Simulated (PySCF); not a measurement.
C₆H₁₂.
Structure used (PBE0-D3(BJ)/def2-SVP), in Å, numbered top down from 1:
```
atom  x, y, z in Å
C1    -2.026   -0.972   -0.958
C2    -1.397    0.289   -0.464
C3    -0.108    0.494   -0.148
C4     0.362    1.826    0.360
C5     0.953   -0.574   -0.234
C6     1.202   -1.276    1.100
H7    -2.800   -1.326   -0.255
H8    -2.535   -0.811   -1.923
H9    -1.303   -1.789   -1.090
H10   -2.082    1.139   -0.345
H11    0.848    1.730    1.346
H12    1.116    2.261   -0.317
H13   -0.466    2.543    0.459
H14    1.893   -0.113   -0.582
H15    0.684   -1.324   -0.994
H16    1.480   -0.560    1.889
H17    2.015   -2.014    1.020
H18    0.296   -1.803    1.439
```

Theory: core-valence-separated Tamm–Dancoff BHandHLYP/aug-pcX-1 (pcseg-1 on H) in PySCF, non-relativistic, gas phase, PBE0-D3(BJ)/def2-SVP geometry. BHandHLYP without relativity tends to put these K edges a few eV too low, so spacings mean more than positions.

The lowest roots of each edge with f over 0.003 (five at most, numbered afresh; weaker and dark ones are left out), with transition dipoles (au) in the frame of the coordinates:

```csv
root,edge,E (eV),μx,μy,μz
1,C,283.00,0.0167,0.0249,-0.0830
2,C,283.04,0.0195,0.0283,-0.0935
3,C,285.32,-0.0129,0.0185,-0.0246
4,C,285.37,0.0170,0.0315,0.0087
5,C,285.37,0.0201,0.0215,0.0085
```

Question: What are the oscillator strengths?

Answer: f = (2/3) ΔE |μ|², with ΔE in hartree (27.2114 eV):

| root | ΔE (Eh) | \|μ\|² (au) | f | core hole on |
| --- | --- | --- | --- | --- |
| 1 | 10.4001 | 0.007778 | 0.054 | C2 |
| 2 | 10.4017 | 0.009931 | 0.069 | C3 |
| 3 | 10.4854 | 0.001110 | 0.008 | C6 |
| 4 | 10.4871 | 0.001355 | 0.009 | C4 |
| 5 | 10.4873 | 0.000939 | 0.007 | C1 |

Question: Molecules are fixed in this frame and the field points along (0, 1, 1)/√2. What effective strengths 3 f cos²θ do the roots have (θ between field and μ)?

Answer: root 1 (C2): 0.035, root 2 (C3): 0.044, root 3 (C6): 0.000, root 4 (C4): 0.017, root 5 (C1): 0.009. Root 2 is the strongest. Averaged over all orientations cos²θ is 1/3, which gives f back.

One conformer stands for the species.
